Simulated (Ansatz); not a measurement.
**B–BH–F⁺, quartet: the ladder up to UCCSDT(Q)**

Geometry: that of the B–BH–F, triplet, kept fixed. The doublet lies 3.2 eV lower here.

```xyz
4

B     0.0000   -0.2860    1.6155
B     0.0000    0.4445    0.1548
F     0.0000   -0.1777   -1.0181
H     0.0000    1.6488    0.2021
```

Basis cc-pVTZ; Ansatz 0.2.0. Only valence electrons are correlated (noble-gas cores frozen), which leaves 13 electrons in 101 orbitals. R marks a restricted (for open shells ROHF) determinant, U an unrestricted one.

Full CI isn't at hand for all of this; UCCSDT(Q) serves as the reference, and is uncertain by about the last step of the cluster series. The frozen core follows each run's orbitals, which can shift R against U totals by a few meV.

- UHF ⟨S²⟩: 3.777
- T1 diagnostic (RCCSD): 0.0418
- largest doubles amplitude (RCCSD): 0.072
- T1 diagnostic (UCCSD): 0.0369

```tsv
level	E − E(UCCSDT(Q)) (kJ/mol)	share of correlation (%)	wall time
RHF	1072.2	0.00	–
UHF	1049.6	2.11	–
RMP2	90.8	91.53	–
UMP2	94.1	91.22	–
RCCSD	45.9	95.72	–
UCCSD	45.3	95.78	–
RCCSD(T)	5.2	99.51	24 s (H100)
UCCSD(T)	5.4	99.49	18 s (H100)
BCCD(T)	4.9	99.54	28 s (H100)
RCCSDT	2.2	99.79	–
UCCSDT	2.1	99.80	–
RCCSDT(Q)	1.2	99.89	55 s (H100)
```

The correlation energy at UCCSDT(Q), counted from RHF, is -11.113 eV. That run took 59 s on 2 threads of AMD EPYC 7R13 with a shared H100 80 GB, shared host.

Times hold each run's SCF and search for its determinant on a shared host, so for small cases they say little of a method's own cost. Some runs computed forces too.
